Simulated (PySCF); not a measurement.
CH₃O, SMILES C=[OH+], charge +1.

Coordinates come from a B3LYP-D3(BJ)/def2-TZVP optimisation. The isomer is the one that the SMILES or the coordinates give; other isomers of the formula were not compared.

Computed with ωB97X/def2-TZVPD (PySCF).

Symmetry labels are those of the subgroup Cs that the program uses (full group Cs).

Computed valence orbital energies around the gap with their symmetry:
| orbital | symmetry | energy (eV) |
|---|---|---|
| HOMO−7 | A' | -533.24 |
| HOMO−6 | A' | -290.84 |
| HOMO−5 | A' | -42.68 |
| HOMO−4 | A' | -30.74 |
| HOMO−3 | A' | -27.01 |
| HOMO−2 | A' | -25.01 |
| HOMO−1 | A" | -23.29 |
| HOMO | A' | -21.08 |
| LUMO | A" | -7.46 |
| LUMO+1 | A' | -3.66 |
| LUMO+2 | A' | -2.31 |
| LUMO+3 | A' | -1.58 |
